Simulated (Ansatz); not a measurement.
`C=C=CN` and `CC=C=CN` differ in one atom or group.

Ansatz, PBE0-D4/def2-TZVP geometries, multiplicity 1. Each molecule was computed in one conformer, which needn't be the lowest.

```csv
property,`C=C=CN`
LUMO energy (PBE0/def2-TZVPP) / eV,0.12
HOMO–LUMO gap (PBE0/def2-TZVPP) / eV,6.13
HOMO–LUMO gap (PBE/def2-TZVPP) / eV,3.97
size of the dipole moment (PBE/def2-TZVPP) / D,1.42
HOMO energy (PBE0/def2-TZVPP) / eV,-6.02
HOMO energy (PBE/def2-TZVPP) / eV,-4.84
```

Problem. Give the same properties after the change, and the shifts. (Best estimate.)

Solution. The calculation gave: 
```
                                      property  `CC=C=CN`  shift
            LUMO energy (PBE0/def2-TZVPP) / eV       0.35   0.23
          HOMO–LUMO gap (PBE0/def2-TZVPP) / eV       6.26   0.13
           HOMO–LUMO gap (PBE/def2-TZVPP) / eV       4.13   0.16
size of the dipole moment (PBE/def2-TZVPP) / D       1.31  -0.11
            HOMO energy (PBE0/def2-TZVPP) / eV      -5.91   0.11
             HOMO energy (PBE/def2-TZVPP) / eV      -4.73   0.11
```

With PBE0 the HOMO rises by 0.11 eV and the LUMO rises by 0.23 eV, so the gap widens by about 0.12 eV. PBE moves the HOMO by 0.11 eV and ωB97M-V by 0.11 eV. The zero-point energy changes by 74.8 kJ/mol with +9 modes. Dipoles are sizes alone; their direction can turn.
